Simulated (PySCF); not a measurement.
CH, SMILES [CH] (connectivity only; charge and spin as stated), charge +1, multiplicity 1. Heavy atoms are numbered as in [CH:1]. Hydrogens are named by the atom that carries them.

Geometry: PBE0-D3(BJ)/def2-TZVPD.

Calculation: KT2/pcSseg-2 in PySCF.

GIAO shieldings, no solvent; atoms alike by connectivity are averaged. δ = σ(ref) − σ: ¹³C against TMS (σ = 184.2 ppm); ¹H against TMS (σ = 31.47 ppm), references at their B3LYP-D3(BJ)/def2-TZVP geometries, non-relativistic.

Q: Estimate the chemical shifts. (An estimate is asked for; the answer gives what the named calculation found.)

A: 
```
nucleus    atoms  count  δ (ppm)
-------  -------  -----  -------
¹³C      C1 (CH)      1    993.7
¹H       H on C1      1     2.95
```
